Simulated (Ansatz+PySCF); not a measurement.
A calculation with Ansatz (development build ahead of 0.2.0).

```yaml
crystal:
  periodic: [false, false, false]
  atoms:
    - { symbol: C, position_ang: [0.0, 0.0, -0.27449] }
    - { symbol: H, position_ang: [0.0, 0.0, 1.64694] }
basis:
  gaussian: { orbitals: "6-31G" }
magnetization:
  initial_magnetization: 1
hamiltonian:
  xc: hf
correlation:
  method: fci
  frozen_orbitals: { C: 1, H: 0 }
```

The input is written out in the form of the current development build from the run's settings.

The run gave:

| Item | Value |
| --- | --- |
| Converged | yes |
| Total energy | -38.24965 hartree |
| State | lowest doublet root, of any spatial symmetry |
| Spin squared of the determinant | 0.750 |
